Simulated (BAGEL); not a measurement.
# C2H5OP (SMILES [H]/P=C/OC): HF/cc-pVDZ (density fitting with qzvpp-jkfit)

Aim: the energy change on altering one bond length of C2H5OP at HF/cc-pVDZ (density fitting with qzvpp-jkfit), from 2 runs. 

Program for the calculation: BAGEL 1.2.2.

1 further run of the same task is left out (set aside as unsound or not needed).

## Step 1: Starting point

C2H5OP: 9 atoms, total charge 0, spin state singlet. SMILES: `[H]/P=C/OC`. The coordinates come from a GFN2-xTB relaxation. This is one conformer, not always the lowest.

Bond lengths: C1–O2 1.407 Å, O2–C3 1.349 Å, C3–P4 1.682 Å, C1–H5 1.089 Å, C1–H6 1.095 Å, C1–H7 1.095 Å, C3–H8 1.086 Å, P4–H9 1.396 Å. Some angles: C1–O2–C3 116.4°, O2–C3–P4 119.8°, O2–C1–H5 106.5°, O2–C1–H6 111.2°, O2–C1–H7 111.2°, O2–C3–H8 116.3°, P4–C3–H8 123.9°, C3–P4–H9 94.2°, H5–C1–H6 109.4°, H5–C1–H7 109.5°.

## Step 2: A single-point energy at HF/cc-pVDZ (density fitting with qzvpp-jkfit)

job.json

```json
{ "bagel" : [

{
  "title" : "molecule",
  "basis" : "cc-pvdz.json",
  "df_basis" : "qzvpp-jkfit",
  "angstrom" : true,
  "geometry" : [
    { "atom" : "C", "xyz" : [    0.830700,    0.776920,   -0.928910 ] },
    { "atom" : "O", "xyz" : [    0.800650,   -0.131100,    0.146010 ] },
    { "atom" : "C", "xyz" : [   -0.419950,   -0.494780,    0.589610 ] },
    { "atom" : "P", "xyz" : [   -0.555230,   -1.575810,    1.870750 ] },
    { "atom" : "H", "xyz" : [    1.880970,    0.957830,   -1.150900 ] },
    { "atom" : "H", "xyz" : [    0.346440,    1.722360,   -0.661440 ] },
    { "atom" : "H", "xyz" : [    0.337590,    0.359000,   -1.813250 ] },
    { "atom" : "H", "xyz" : [   -1.269950,   -0.053680,    0.076870 ] },
    { "atom" : "H", "xyz" : [   -1.951230,   -1.560750,    1.871260 ] }
  ]
},
{ "title" : "hf" },
{ "title" : "print", "file" : "orbitals.molden", "orbitals" : true }

]}
```

The basis set cc-pVDZ is read from a file made from the Basis Set Exchange's data (not shown).

Command:

```sh
$ BAGEL_NUM_THREADS=1 BAGEL job.json > job.out
```

Output:

```text
* using 1 threads per process

  ===============================================================
  ===============================================================

  *** Geometry ***

  { "atom" : "C", "xyz" : [      1.569795,      1.468166,     -1.755385 ] },
  { "atom" : "O", "xyz" : [      1.513009,     -0.247743,      0.275919 ] },
  { "atom" : "C", "xyz" : [     -0.793590,     -0.934999,      1.114201 ] },
  { "atom" : "P", "xyz" : [     -1.049233,     -2.977849,      3.535205 ] },
  { "atom" : "H", "xyz" : [      3.554518,      1.810036,     -2.174886 ] },
  { "atom" : "H", "xyz" : [      0.654677,      3.254789,     -1.249940 ] },
  { "atom" : "H", "xyz" : [      0.637953,      0.678412,     -3.426546 ] },
  { "atom" : "H", "xyz" : [     -2.399858,     -0.101440,      0.145263 ] },
  { "atom" : "H", "xyz" : [     -3.687290,     -2.949390,      3.536169 ] },

  Number of auxiliary basis functions:      445

  Since a DF basis is specified, we compute 2- and 3-index integrals:
    o Being stored without compression. Storage requirement is 0.026 GB

  Number of basis functions:       85
  Number of electrons      :       40

    * METHOD: MOLECULE                             0.18

  *** RHF ***

  === Nuclear Repulsion ===
   153.8546965945

      * DIIS with orbital gradients will be used.

  === RHF iteration (cc-pvdz.json) ===
      0       -494.05197614          0.01301055           0.06
      1       -494.14921268          0.00885031           0.06
      2       -494.19454899          0.00167792           0.05
      3       -494.19721047          0.00040843           0.05
      4       -494.19734001          0.00013247           0.05
      5       -494.19736687          0.00005159           0.05
      6       -494.19737313          0.00001959           0.05
      7       -494.19737387          0.00000967           0.05
      8       -494.19737402          0.00000401           0.05
      9       -494.19737405          0.00000099           0.05
     10       -494.19737405          0.00000042           0.05
     11       -494.19737405          0.00000014           0.05
     12       -494.19737405          0.00000006           0.05
     13       -494.19737405          0.00000002           0.05
     14       -494.19737405          0.00000001           0.05
     15       -494.19737405          0.00000000           0.05
    * SCF iteration converged.

    * Permanent dipole moment:
           (    0.362148,    -0.833173,     0.981912) a.u.

    * METHOD: HF                                   1.00

    * METHOD: PRINT                                0.01

  ===============================================================
```

Wall time 1.4 s (1 thread of Arm Neoverse V2, shared host); peak memory 0.11 GiB.

## Step 3: The distorted shape

hf.json

```json
{ "bagel" : [

{
  "title" : "molecule",
  "basis" : "cc-pvdz.json",
  "df_basis" : "qzvpp-jkfit",
  "angstrom" : true,
  "geometry" : [
    { "atom" : "C", "xyz" : [       1.807176,       1.067863,      -1.283789 ] },
    { "atom" : "O", "xyz" : [       1.777126,       0.159843,      -0.208869 ] },
    { "atom" : "C", "xyz" : [      -0.419950,      -0.494780,       0.589610 ] },
    { "atom" : "P", "xyz" : [      -0.555230,      -1.575810,       1.870750 ] },
    { "atom" : "H", "xyz" : [       2.857446,       1.248773,      -1.505779 ] },
    { "atom" : "H", "xyz" : [       1.322916,       2.013303,      -1.016319 ] },
    { "atom" : "H", "xyz" : [       1.314066,       0.649943,      -2.168129 ] },
    { "atom" : "H", "xyz" : [      -1.269950,      -0.053680,       0.076870 ] },
    { "atom" : "H", "xyz" : [      -1.951230,      -1.560750,       1.871260 ] }
  ]
},

{ "title" : "hf", "charge" : 0 },

{ "title" : "print", "file" : "orbitals.molden", "orbitals" : true }

]}
```

The basis set cc-pVDZ is read from a file made from the Basis Set Exchange's data (not shown).

Command:

```sh
$ BAGEL_NUM_THREADS=1 BAGEL hf.json > hf.out
```

Output:

```text
* using 1 threads per process

  ===============================================================
  ===============================================================

  *** Geometry ***

  { "atom" : "C", "xyz" : [      3.415068,      2.017969,     -2.426010 ] },
  { "atom" : "O", "xyz" : [      3.358281,      0.302059,     -0.394705 ] },
  { "atom" : "C", "xyz" : [     -0.793590,     -0.934999,      1.114201 ] },
  { "atom" : "P", "xyz" : [     -1.049233,     -2.977849,      3.535205 ] },
  { "atom" : "H", "xyz" : [      5.399790,      2.359839,     -2.845510 ] },
  { "atom" : "H", "xyz" : [      2.499949,      3.804591,     -1.920565 ] },
  { "atom" : "H", "xyz" : [      2.483225,      1.228214,     -4.097170 ] },
  { "atom" : "H", "xyz" : [     -2.399858,     -0.101440,      0.145263 ] },
  { "atom" : "H", "xyz" : [     -3.687290,     -2.949390,      3.536169 ] },

  Number of auxiliary basis functions:      445

  Since a DF basis is specified, we compute 2- and 3-index integrals:
    o Being stored without compression. Storage requirement is 0.026 GB

  Number of basis functions:       85
  Number of electrons      :       40

    * METHOD: MOLECULE                             0.18

  *** RHF ***

  === Nuclear Repulsion ===
   131.3041626053

      * DIIS with orbital gradients will be used.

  === RHF iteration (cc-pvdz.json) ===
      0       -493.61818653          0.01860245           0.05
      1       -491.50804971          0.05943311           0.05
      2       -493.94419089          0.00606491           0.05
      3       -493.97517784          0.00338193           0.05
      4       -493.98697357          0.00107316           0.05
      5       -493.99012374          0.00065106           0.05
      6       -493.99070707          0.00024634           0.05
      7       -493.99082769          0.00007604           0.05
      8       -493.99084048          0.00003132           0.05
      9       -493.99084280          0.00001683           0.06
     10       -493.99084345          0.00000859           0.06
     11       -493.99084356          0.00000343           0.05
     12       -493.99084358          0.00000105           0.05
     13       -493.99084359          0.00000067           0.05
     14       -493.99084359          0.00000026           0.06
     15       -493.99084359          0.00000009           0.05
     16       -493.99084359          0.00000003           0.05
     17       -493.99084359          0.00000002           0.05
     18       -493.99084359          0.00000001           0.05
     19       -493.99084359          0.00000001           0.05
    * SCF iteration converged.

    * Permanent dipole moment:
           (    1.305493,    -0.079393,     0.079231) a.u.

    * METHOD: HF                                   1.22

    * METHOD: PRINT                                0.01

  ===============================================================
```

Wall time 1.6 s (1 thread of Arm Neoverse V2, shared host); peak memory 0.11 GiB.

## Step 4: Outcome

At HF/cc-pVDZ (density fitting with qzvpp-jkfit):

| quantity | value |
| --- | --- |
| first shape: total energy | -494.19737 Eh |
| first shape: dipole moment | 3.40 D |
| first shape: HOMO energy | -8.58 eV |
| first shape: LUMO energy | 2.64 eV |
| first shape: HOMO–LUMO gap | 11.22 eV |
| distorted shape: total energy | -493.99084 Eh |
| distorted shape: dipole moment | 3.33 D |
| distorted shape: HOMO energy | -9.41 eV |
| distorted shape: LUMO energy | 0.17 eV |
| distorted shape: HOMO–LUMO gap | 9.58 eV |
| energy change with the O2–C3 bond stretched from 1.349 to 2.428 Å | 5.620 eV |

One bond (distorted shape) is far stretched, which a spin-restricted single reference describes badly; a broken-symmetry solution may lie lower. With the O2–C3 bond stretched from 1.349 to 2.428 Å the energy rises by 5.62 eV (130 kcal/mol). The first shape isn't relaxed at this level, so the change isn't measured from a minimum. A restricted reference can't describe the breaking bond well at this length.
